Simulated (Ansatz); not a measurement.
**CH₅ClSi: up Jacob's ladder to CCSD(T)**

An exercise on one series of results from a longer session: the logs are not shown, and one member is left open.

Computed with Ansatz 0.2.0, Gaussian basis. Level: functionals in def2-TZVPP, the program's frozen cores in correlated methods.

Plan: LDA (SPW92), PBE-D4, revPBE-D4, BLYP-D4, r2SCAN-D4, B97M-V, PBE0-D4, B3LYP-D4, r2SCANh-D4, r2SCAN0-D4, HSE06-D4, BHLYP-D4, CAM-B3LYP-D4, LC-ωPBE, ωB97X-V, ωB97M-V, B2PLYP, PBE-QIDH; CCSD(T)/def2-SVP; CCSD(T)/def2-TZVPP; CCSD(T)/def2-QZVPP; extrapolation to the limit; RPA on PBE.

### The geometry

The geometry comes from an earlier relaxation with PBE0-D4 in a triple-zeta def2 set; it is a stationary point, not always the lowest conformer.

SMILES `C[SiH2]Cl`, 8 atoms, charge 0, spin multiplicity 1.

Atoms are counted from 1 here; the program's logs count them from 0.

Bond lengths: C1–Si2 1.857 Å, C1–H4 1.094 Å, C1–H5 1.092 Å, C1–H6 1.092 Å, Si2–Cl3 2.062 Å, Si2–H7 1.483 Å, Si2–H8 1.483 Å. Angles: Si2–C1–H4 110.0°, Si2–C1–H5 110.8°, Si2–C1–H6 110.8°, H4–C1–H5 108.4°, H4–C1–H6 108.4°, H5–C1–H6 108.5°, C1–Si2–Cl3 109.6°, C1–Si2–H7 111.5°, C1–Si2–H8 111.6°, Cl3–Si2–H7 107.2°, Cl3–Si2–H8 107.2°, H7–Si2–H8 109.5°.

Set-up of the first run:

Contents of in.yaml:

```yaml
crystal:
  periodic: [false, false, false]
  atoms:
    - {symbol: C, position_ang: [-0.612048, 0.785387, -0.172981]}
    - {symbol: Si, position_ang: [0.439656, -0.728789, 0.049345]}
    - {symbol: Cl, position_ang: [1.888048, -0.363915, 1.471107]}
    - {symbol: H, position_ang: [-1.381260, 0.598876, -0.927632]}
    - {symbol: H, position_ang: [-0.006517, 1.632718, -0.500579]}
    - {symbol: H, position_ang: [-1.105778, 1.054797, 0.762754]}
    - {symbol: H, position_ang: [1.139105, -1.095528, -1.206346]}
    - {symbol: H, position_ang: [-0.361217, -1.883555, 0.524323]}
basis:
  gaussian: {orbitals: def2-TZVPP}
hamiltonian: {xc: lda}
output: {orbitals: {seedname: orbitals}}
```

Run with:

```bash
> ansatz run in.yaml --threads 2 --pin off --events-out ev --progress --plain --max-ram 32768MiB --backend cpu
```

Among the steps run: LDA; PBE-D4 (GGA); revPBE-D4 (GGA); BLYP-D4 (GGA); r2SCAN-D4 (meta-GGA); B97M-V (meta-GGA); B3LYP-D4 (hybrid); r2SCANh-D4 (hybrid); r2SCAN0-D4 (hybrid); HSE06-D4 (hybrid); BHLYP-D4 (hybrid); CAM-B3LYP-D4 (range-separated); LC-ωPBE (range-separated); ωB97X-V (range-separated); ωB97M-V (range-separated); B2PLYP (double hybrid); PBE-QIDH (double hybrid).

One table of the session follows, with a row left open; its other results are not shown here.

It belongs to the step «Orbital energies across the functionals». 

```
  functional  HOMO (eV)  LUMO (eV)  gap (eV)
 LDA (SPW92)      -7.45      -0.70      6.76
      PBE-D4      -7.39      -0.44      6.95
   revPBE-D4          ?          ?         ?
     BLYP-D4      -7.25      -0.30      6.95
   r2SCAN-D4      -7.73       0.00      7.74
      B97M-V      -7.84      -0.15      7.69
     PBE0-D4      -8.75       0.46      9.21
    B3LYP-D4      -8.50       0.24      8.74
  r2SCANh-D4      -8.23       0.30      8.53
  r2SCAN0-D4      -8.97       0.73      9.71
    HSE06-D4      -8.35       0.08      8.43
    BHLYP-D4      -9.99       1.34     11.33
CAM-B3LYP-D4     -10.12       1.46     11.58
     LC-ωPBE     -11.52       2.66     14.19
     ωB97X-V     -11.16       2.51     13.67
     ωB97M-V     -10.99       2.18     13.17
```

**Question.** Estimate the row for revPBE-D4.

The run gave: HOMO (eV): -7.35; LUMO (eV): -0.33; gap (eV): 7.02. In the column «HOMO (eV)» it lies between PBE-D4 (-7.39) and BLYP-D4 (-7.25).
